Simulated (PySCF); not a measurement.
**Dipole moment and polarisability across levels of theory**

Species: CHCl₃.
SMILES: `ClC(Cl)Cl`

PySCF, dipoles from the SCF density, polarisabilities from static response with core orbitals frozen. Geometry: PBE0-D3(BJ)/def2-SVP; no solvent, vibrations or thermal averaging.

Question: Which levels come closest to the reference values?

Answer: 

| level | μ (D) | error (%) | α (Å³) | error (%) | anisotropy (Å³) |
| --- | --- | --- | --- | --- | --- |
| LDA/def2-SVPD | 1.045 | +0.5 | 8.69 | +6.9 | 2.79 |
| PBE/def2-SVPD | 1.031 | -0.9 | 8.65 | +6.4 | 2.79 |
| B3LYP/def2-SVPD | 1.070 | +2.9 | 8.40 | +3.4 | 2.65 |
| PBE0/def2-SVPD | 1.085 | +4.3 | 8.28 | +1.9 | 2.59 |
| BHandHLYP/def2-SVPD | 1.126 | +8.3 | 8.08 | -0.6 | 2.49 |
| CAM-B3LYP/def2-SVPD | 1.100 | +5.8 | 8.24 | +1.4 | 2.52 |
| wB97X-D/def2-SVPD | 1.114 | +7.1 | 8.17 | +0.5 | 2.50 |
| LC-wPBE/def2-SVPD | 1.126 | +8.3 | 7.99 | -1.7 | 2.38 |
| HF/def2-SVPD | 1.207 | +16.0 | 7.81 | -4.0 | 2.35 |
| PBE0/6-31G* | 1.271 | +22.2 | 5.76 | -29.1 | 2.84 |
| PBE0/def2-SVP | 1.172 | +12.7 | 5.47 | -32.7 | 2.57 |
| PBE0/6-31+G* | 1.243 | +19.5 | 6.89 | -15.3 | 2.65 |
| PBE0/aug-cc-pVDZ | 1.090 | +4.8 | 8.17 | +0.5 | 2.67 |
| PBE0/def2-TZVP | 1.091 | +4.9 | 7.08 | -12.9 | 2.77 |
| PBE0/def2-TZVPD | 1.067 | +2.6 | 8.45 | +4.0 | 2.67 |
| PBE0/aug-cc-pVTZ | 1.083 | +4.1 | 8.40 | +3.3 | 2.66 |

Reference dipole: 1.040 D (measured, gas; NIST CCCBDB Release 22 (SRD 101), experimental dipoles). Reference polarisability: 8.129 Å³ (measured, gas; NIST CCCBDB Release 22 (SRD 101), experimental polarizabilities). The anisotropy is √(½[(α1 − α2)² + (α2 − α3)² + (α3 − α1)²]). For the dipole, the smallest error is 0.5% (LDA/def2-SVPD) and the largest 22.2% (PBE0/6-31G*). For the polarisability, the smallest error is 0.5% (wB97X-D/def2-SVPD and PBE0/aug-cc-pVDZ) and the largest 32.7% (PBE0/def2-SVP). The dipole runs from 1.03 D (PBE/def2-SVPD) to 1.27 D (PBE0/6-31G*). In one basis (def2-SVPD) the functionals order the polarisability from HF (lowest) to LDA (highest), a spread of 11%. With PBE0 the polarisability is 6.10 Å³ without diffuse functions (mean of 6-31G*, def2-SVP and def2-TZVP) and 8.04 Å³ with them (mean of 6-31+G*, def2-SVPD, aug-cc-pVDZ, def2-TZVPD and aug-cc-pVTZ). Measured values can belong to vibrating molecules; the computed ones are for one fixed geometry.
